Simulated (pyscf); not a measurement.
**Multi-bond step: `[OH][SiH3]` + `[OH][Ti]([OH])([OH])[Cl]` -> `[OH][SiH2][O][Ti]([OH])([OH])[Cl]` + `[H][H]`**

Gas phase, singlet surface, charge 0. Bonds broken: O1–H6, Ti2–O9, Si10–H12. Bonds formed: O1–Ti2, H6–H12, O9–Si10. PySCF, gas phase, ωB97X-D3(BJ)/def2-SVP geometries.

Transition state (Å):

```xyz
14

O     -0.2207     0.2540     1.6247
Ti    -1.5047    -0.2624     0.2583
O     -1.0938    -0.7352    -1.4141
O     -3.1579     0.3078     0.4391
Cl    -1.7746    -2.3237     1.0804
H      0.6632     0.4357     2.3961
H     -1.4467    -1.5395    -1.8140
H     -3.9399    -0.1606     0.7520
O     -0.6551     1.5816    -0.2566
Si     0.5673     1.6902     1.0614
H     -0.4466     1.7620    -1.1802
H      1.4462     1.1860     2.5183
H      0.2239     3.0025     1.6504
H      1.8039     1.6233     0.2449
```

One imaginary mode, 1552i cm⁻¹; descent along it reached the two sides named, in the forms told below.

```
bond      change  reactant side (Å)  saddle  product side
--------  ------  -----------------  ------  ------------
O1–H6     breaks              0.965   1.187           2.6
Ti2–O9    breaks              1.913   2.095           3.0
Si10–H12  breaks              1.515   1.775           3.4
O1–Ti2     forms              2.065   1.945         1.777
H6–H12     forms              2.457   1.091         0.761
O9–Si10    forms              2.074   1.801         1.674
```

Electronic energies relative to the separated reactants (kcal/mol):

| level | barrier | reaction energy | reverse barrier |
|---|---|---|---|
| ωB97X-D3(BJ)/def2-TZVP | 15.1 | -30.6 | 45.8 |
| PBE/def2-TZVP | 17.2 | -24.9 | 42.1 |
| r²SCAN/def2-TZVP | 14.2 | -28.7 | 42.9 |
| B3LYP-D3(BJ)/def2-TZVP | 18.8 | -29.2 | 48.0 |
| PBE0-D3(BJ)/def2-TZVP | 15.6 | -27.1 | 42.6 |
| M06-2X/def2-TZVP | 15.5 | -30.9 | 46.4 |
| ωB97M-D3(BJ)/def2-TZVP | 19.1 | -27.8 | 46.9 |
| HF/def2-TZVP | 38.6 | -23.7 | 62.3 |

With ωB97M-D3(BJ)/def2-TZVP energies and thermal terms (ideal gas, 1 atm, RRHO with modes under 100 cm⁻¹ raised to 100, one conformer, R ln 2 for chiral ones without a mode under 150 cm⁻¹), in kcal/mol:

```json
[
 {"T (K)": "298", "ΔH‡": "17.7", "ΔG‡": "31.4", "ΔH": "-29.7", "ΔG": "-25.1"},
 {"T (K)": "600", "ΔH‡": "17.7", "ΔG‡": "45.3", "ΔH": "-28.8", "ΔG": "-20.8"},
 {"T (K)": "900", "ΔH‡": "18.3", "ΔG‡": "59.0", "ΔH": "-28.0", "ΔG": "-17.1"},
 {"T (K)": "1200", "ΔH‡": "19.1", "ΔG‡": "72.4", "ΔH": "-27.4", "ΔG": "-13.5"}
]
```

On the reactant side the descent ends in an adduct with a O–Ti, O–Si contact, 10.2 kcal/mol under the separated species and 25.3 kcal/mol under the saddle at ωB97X-D3(BJ)/def2-TZVP. On the product side the descent ends in an adduct with a Si–Ti contact (not fully relaxed), 0.3 kcal/mol over the separated species and 45.5 kcal/mol under the saddle at ωB97X-D3(BJ)/def2-TZVP. What is counted as formed (O–Ti, O–Si) is already present as a longer contact in the reactant adduct; forming that adduct is a step of its own. At the saddle there is also a short H–Si contact that neither side keeps. The same reactants have a lower exit, to HO–Ti(OH)(OH)–O–SiH₃ + HCl (barrier +6.4 kcal/mol at ωB97M-D3(BJ)/def2-TZVP, against +19.1 kcal/mol here). One saddle was located; it need not be the lowest between these sides.
